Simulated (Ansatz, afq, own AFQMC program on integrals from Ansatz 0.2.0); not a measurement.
Two steps: Ansatz 0.2.0 writes the Fock matrix and Cholesky factors of the valence space, and afq projects on them the lowest state that overlaps trial and start.

```yaml
crystal:
  periodic: [false, false, false]
  atoms:
    - {symbol: Si, position_ang: [-1.171874, 0.006317, 0.021992]}
    - {symbol: Al, position_ang: [1.416563, -0.007636, -0.026584]}
    - {symbol: H, position_ang: [-1.748562, 1.388936, 0.007564]}
    - {symbol: H, position_ang: [-1.736469, -0.658410, 1.240098]}
    - {symbol: H, position_ang: [-1.781536, -0.702136, -1.148828]}
basis:
  gaussian: {orbitals: cc-pVDZ}
magnetization: {spin_polarized: false}
correlation: {method: ccsd_t, electrons: outside_noble_gas, hamiltonian_folder: ham}
```

```sh
$ ansatz run in.yaml --threads 1 --pin off --events-out ev --progress --plain --max-ram 1382MiB
```

afq runs on the folder ham with

```
--method phaseless --trial hf --walkers 120 --populations 1 --least-time 40 --time-step 0.005 --steps-per-block 20 --equilibration-blocks 112 --max-blocks 600 --target-error 0.00114 --factor-cut 1e-05 --seed 6917 --taylor-order 6
```

Times are imaginary, in 1/Eh. The walk had a cap of 656 s.

Output of the walk:

```
orbitals 41  electrons 5 5  factors 305 of 493
reference energy -532.55145509 Eh
CCSD correlation -0.19359185 Eh in 12 cycles, weight of the determinant in the CISD state 0.8537
energy of the start -532.551455 Eh
 block  time / (1/Eh)  mean weight  energy / Eh
     1     0.100  1.0001  -532.581567
     2     0.200  1.0005  -532.604387
     3     0.300  1.0018  -532.625398
     4     0.400  0.9998  -532.636543
     5     0.500  1.0011  -532.647083
     8     0.800  1.0007  -532.680941
    18     1.800  0.9996  -532.721949
    69     6.900  0.9977  -532.744140
   120    12.000  1.0015  -532.744787
   171    17.100  0.9993  -532.758051
   222    22.200  0.9995  -532.756407
   273    27.300  1.0005  -532.760507
   324    32.400  0.9998  -532.759567
   375    37.500  0.9996  -532.771541
   426    42.600  1.0001  -532.749285
   477    47.700  0.9993  -532.746250
   528    52.800  0.9977  -532.725039
   579    57.900  1.0015  -532.724413
   630    63.000  1.0013  -532.778743
   681    68.100  1.0004  -532.747834
   698    69.800  0.9991  -532.732565
blocks merged  error / Eh  count
     1  0.000587  600
     2  0.000789  300
     4  0.001070  150
     8  0.001372  75
    16  0.001768  37
    32  0.002347  18
    64  0.002841  9
energy -532.750488 +/- 0.002347 Eh
(rows thinned)
```

The run failed at least one of its tests; the cautions name the faults. The second half of the sampling lies above the first by 2.6 errors of their difference, so the energy may still be moving and its error bar be too small.

Against this walk (error 63.9 meV) on the same determinant: CCSD(T) 17.8 meV higher (within the noise), CCSDT(Q) 17.1 meV lower (within the noise), a separate phaseless walk with a CISD trial and standard settings 16.0 ± 64.8 meV lower (within the noise). The error is statistical and leaves out the bias of the constraint.

Cautions: constraint bias not in the error; error not settled; error above the target (63.9 against 31.0 meV); restricted determinant unstable towards unrestricted (UHF 28 meV lower, ⟨S²⟩ 0.25).

The walk took 3.3 min on 1 thread of Arm Neoverse V1, with other jobs on the host. The log's last line is the phaseless energy.

CCSDT and higher add their correlation energy to the determinant of the CCSD(T) run, since their own runs factorise the integrals more tightly (a shift of under 2 meV). A walk keeps the symmetry of its determinant, which the program's search chose and which needn't be the lowest solution, so a lower state of the same spin and another symmetry isn't excluded.
